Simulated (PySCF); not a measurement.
Property card for `B[C]F` [triplet]

Species: CH2BF (triplet state).
Geometry (PBE0-D3(BJ)/def2-SVP, Å), atoms numbered from 1 in this order:
```
atom  x, y, z in Å
B1    -0.571   -0.025    0.002
C2     0.868   -0.488   -0.031
F3     1.956    0.202   -0.034
H4    -0.786    1.164    0.032
H5    -1.449   -0.848   -0.002
```

**PBE0-D3(BJ)/def2-SVP geometry optimisation, gas phase (PySCF)**

| Quantity | Value |
| --- | --- |
| Point group | Cs |
| Rotational constants A, B, C | 97.248, 9.380, 8.555 GHz |
| Dipole moment | 0.21 D |

**UKS B3LYP, IGLO-III on B C F, pcH-1 on H, non-relativistic, mean-field spin-orbit, GIAO (PySCF)**

| Property | Result |
| --- | --- |
| Isotropic g value | 2.00270 |
| Principal g values | 2.00170, 2.00295, 2.00344 |
| Spin squared ⟨S²⟩ | 2.004 |
| Largest Mulliken spin population | 1.52 on C2 |
| Largest isotropic hyperfine couplings (means over sets of like nuclei) | 13C +204.8 (C2), 19F +202.6 (F3), 1H +41.5 (H4), 11B +37.8 (B1), 1H -5.3 (H5) MHz |

Monoisotopic mass from the formula: 44.0234 u.

With B = h/(8π²I), that is 505.379 GHz u Å² over I, the principal moments of inertia are 5.2, 53.9 and 59.1 u Å² (most abundant isotopes). g_iso is shifted by about +380 ppm from the free-electron value 2.002319; the principal values span 0.0017. The rotational constants make it an asymmetric top with κ = (2B − A − C)/(A − C) = -0.98, nearer the prolate limit (−1). ⟨S²⟩ is 0.004 above the pure-spin value S(S + 1) = 2.00.

This triplet need not be the ground state; the singlet was not compared here.

For the EPR job (B3LYP), time: 16 s wall. Hardware: one thread of an x86-64 server, on a shared host.

One conformer stands for the species.
